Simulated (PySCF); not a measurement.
What builds the first ionisation energy along the second row

Calculated with PySCF 2.14 from differences of total energies of unrestricted determinants, without spin-orbit coupling. Each column adds one step, in eV (sums use unrounded values): valence MP2, valence CCSD, valence triples, then the next inner shell at CCSD(T) (Be 1s, B 1s, C 1s, N 1s, O 1s, F 1s, Ne 1s). References (NIST) marked * lie between the lowest fine-structure levels; the others compare directly ((s) semi-empirical, (t) theoretical).

```json
{"element": "Be [He] 2s2 → [He] 2s1 (dyall-acv3z, non-relativistic)", "UHF": "8.043", "+ MP2": "0.794", "+ CCSD": "0.458", "+ (T)": "0.000", "+ inner shell": "0.016", "sum": "9.311", "reference": "9.323"}
{"element": "B [He] 2s2 2p1 → [He] 2s2 (dyall-acv3z, non-relativistic)", "UHF": "8.042", "+ MP2": "0.225", "+ CCSD": "-0.089", "+ (T)": "0.038", "+ inner shell": "0.019", "sum": "8.234", "reference": "8.297"}
{"element": "C [He] 2s2 2p2 → [He] 2s2 2p1 (dyall-acv3z, non-relativistic)", "UHF": "10.801", "+ MP2": "0.453", "+ CCSD": "-0.098", "+ (T)": "0.029", "+ inner shell": "0.018", "sum": "11.202", "reference": "11.262"}
{"element": "N [He] 2s2 2p3 → [He] 2s2 2p2 (dyall-acv3z, non-relativistic)", "UHF": "13.896", "+ MP2": "0.690", "+ CCSD": "-0.141", "+ (T)": "0.026", "+ inner shell": "0.018", "sum": "14.489", "reference": "14.545"}
{"element": "O [He] 2s2 2p4 → [He] 2s2 2p3 (dyall-acv3z, non-relativistic)", "UHF": "12.020", "+ MP2": "1.316", "+ CCSD": "0.036", "+ (T)": "0.049", "+ inner shell": "0.012", "sum": "13.434", "reference": "13.608"}
{"element": "F [He] 2s2 2p5 → [He] 2s2 2p4 (dyall-acv3z, non-relativistic)", "UHF": "15.652", "+ MP2": "1.650", "+ CCSD": "-0.107", "+ (T)": "0.061", "+ inner shell": "0.012", "sum": "17.268", "reference": "17.427"}
{"element": "Ne [Ne] → [He] 2s2 2p5 (dyall-acv3z, non-relativistic)", "UHF": "19.661", "+ MP2": "1.980", "+ CCSD": "-0.273", "+ (T)": "0.070", "+ inner shell": "0.013", "sum": "21.452", "reference": "21.597"}
```

What remains against the references is mostly basis incompleteness.

What share of the correlation contribution for Ne comes from the inner shell?

The four steps add to 1.790 eV, of which the inner shell gives 0.013 eV, or 1 %.
